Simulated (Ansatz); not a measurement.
Input file:

```yaml
crystal:
  periodic: [false, false, false]
  atoms:
    - {symbol: Si, position_ang: [0.000000, 0.000000, 0.410000]}
    - {symbol: P, position_ang: [0.000000, 0.000000, -2.303000]}
    - {symbol: H, position_ang: [0.000000, 0.000000, 1.893000]}
basis:
  gaussian: {orbitals: def2-mTZVP, fitting: {mean_field: def2-universal-jkfit}}
magnetization: {spin_polarized: false}
correlation: {method: ccsdt, electrons: outside_noble_gas}
scf: {omitted_lower_state_checks: [cluster_reference]}
```

```sh
$ ansatz run in.yaml --threads 1 --pin off --events-out ev --progress --plain --max-ram 2393MiB
```

Log:

```
these checks for a lower state are left out or cut short: cluster_reference
274 factors; integrals over basis functions are off by at most 6.1e-1 eV
mean field evaluation 1: about -17140.7063 eV, gradient 2.4e1 eV
mean field evaluation 2: about -17131.9786 eV, gradient 5.0e1 eV
mean field evaluation 4: about -17143.9292 eV, gradient 1.4e0 eV
mean field evaluation 8: about -17143.9578 eV, gradient 6.2e-3 eV
mean field evaluation 16: about -17143.7229 eV, gradient 4.6e0 eV
mean field evaluation 32: about -17139.9897 eV, gradient 6.5e0 eV
mean field evaluation 64: about -17143.7718 eV, gradient 1.9e0 eV
mean field evaluation 96: about -17141.6608 eV, gradient 7.2e-1 eV
mean field -17143.96431343 eV, -630.0290679223 hartree, gradient 9.7e-7 eV, S^2 0.000000; 11 other end points of the search recorded, 0 dependent functions left out; unrestricted orbitals would lower it
10 core orbitals not correlated: weight in the atoms' cores, before any rotation towards them, 1.000 or more for the frozen orbitals, at most 0.000 for the correlated occupied ones
reference -17143.96431343 eV, -630.0290679223 hartree; 5, 5 occupied and 32, 32 virtual orbitals, 274 factors
second order -5.66588725 eV of doubles, -0.00000000 eV of singles
cycle   1  -5.62789065 eV  change   -2.9e-1 eV  update   2.4e-1
cycle   2  -6.33187385 eV  change   -7.0e-1 eV  update   1.7e-1
...
cycle  18  -7.49194033 eV  change   -1.2e-4 eV  update   4.4e-5
cycle  19  -7.49199276 eV  change   -5.2e-5 eV  update   2.1e-5
cycle  20  -7.49199784 eV  change   -5.1e-6 eV  update   1.5e-5
cycle  21  -7.49201285 eV  change   -1.5e-5 eV  update   8.6e-6
cycle  22  -7.49201243 eV  change    4.2e-7 eV  update   3.9e-6
cycle  23  -7.49201199 eV  change    4.4e-7 eV  update   2.3e-6
cycle  24  -7.49201559 eV  change   -3.6e-6 eV  update   1.4e-6
cycle  25  -7.49201694 eV  change   -1.3e-6 eV  update   7.6e-7
cycle  26  -7.49201799 eV  change   -1.1e-6 eV  update   5.2e-7
cycle  27  -7.49201827 eV  change   -2.7e-7 eV  update   3.2e-7
WARN: these amplitudes may be one of several solutions (largest doubles amplitude 0.36, level shift 0.90 eV)
Total energy: -17151.45633170 eV, -630.3043945153 hartree
Checks for a lower state left out: cluster_reference
```

Ran on 1 thread of Arm Neoverse V2, shared host: 3.2 s wall, 0.15 GiB peak host memory.
